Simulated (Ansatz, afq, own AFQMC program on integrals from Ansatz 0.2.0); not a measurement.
Integrals from Ansatz 0.2.0, then the random walk in our own AFQMC program (afq).

```yaml
crystal:
  periodic: [false, false, false]
  atoms:
    - {symbol: Ge, position_ang: [0.000048, 0.000000, 0.354437]}
    - {symbol: C, position_ang: [0.010265, 0.000000, -1.634875]}
    - {symbol: H, position_ang: [-1.051269, -0.000009, -1.923563]}
    - {symbol: H, position_ang: [0.462733, 0.894528, -2.069318]}
    - {symbol: H, position_ang: [0.462748, -0.894520, -2.069318]}
basis:
  gaussian: {orbitals: cc-pVDZ}
magnetization: {spin_polarized: true, initial_magnetization: 1}
correlation: {method: ccsd_t, electrons: outside_noble_gas, hamiltonian_folder: ham}
```

```sh
$ ansatz run in.yaml --threads 1 --pin off --events-out ev --progress --plain --max-ram 1843MiB
```

Options of the walk:

```
--method phaseless --trial hf --walkers 120 --populations 1 --least-time 40 --time-step 0.005 --steps-per-block 20 --equilibration-blocks 112 --max-blocks 600 --target-error 0.0012000 --factor-cut 1e-05 --start spin_pure --seed 1660 --taylor-order 6
```

Times are imaginary, in 1/Eh. The walk had a cap of 1706 s. Filled inner d shells are frozen with the cores.

```
orbitals 41  electrons 6 5  factors 334 of 589
reference energy -2114.90603730 Eh
CCSD correlation -0.23856158 Eh in 13 cycles, weight of the determinant in the CISD state 0.8818
energy of the start -2114.906177 Eh
 block  time / (1/Eh)  mean weight  energy / Eh
     1     0.100  1.0015  -2114.957305
     2     0.200  1.0009  -2114.994825
     3     0.300  1.0006  -2115.017645
     4     0.400  1.0025  -2115.044179
     5     0.500  1.0038  -2115.067302
    10     1.000  1.0002  -2115.122855
    86     8.600  1.0005  -2115.165347
   171    17.100  0.9989  -2115.148177
   256    25.600  0.9989  -2115.147760
   324    32.400  0.9993  -2115.116577
   341    34.100  0.9993  -2115.212817
   426    42.600  1.0010  -2115.169272
   511    51.100  1.0004  -2115.152889
   596    59.600  1.0008  -2115.138143
   681    68.100  0.9997  -2115.165724
   698    69.800  1.0021  -2115.146301
blocks merged  error / Eh  count
     1  0.000751  600
     2  0.001013  300
     4  0.001335  150
     8  0.001597  75
    16  0.001789  37
    32  0.001886  18
    64  0.002007  9
energy -2115.152584 +/- 0.001886 Eh
(rows thinned)
```

Estimate how long the walk took on 1 thread of Arm Neoverse V1 (shared host).

6.3 min of wall time.

The run passed its tests (sampling time, drift between the halves within three errors, error under three times the target), which doesn't prove that it has relaxed.

Against this walk (error 51.3 meV) on the same determinant: CCSD(T) 44.3 meV higher (within the noise), the released energy of a separate walk with a CISD trial 7.9 ± 53.5 meV higher (within the noise), a separate phaseless walk with a CISD trial and standard settings 24.6 ± 52.2 meV higher (within the noise). The error is statistical and leaves out the bias of the constraint.

Cautions: constraint bias not in the error; error above the target (51.3 against 32.7 meV); no relativity below Rb; no spin-orbit coupling; inner d shell frozen.

A walk keeps the symmetry of its determinant, which the program's search chose and which needn't be the lowest solution, so a lower state of the same spin and another symmetry isn't excluded.
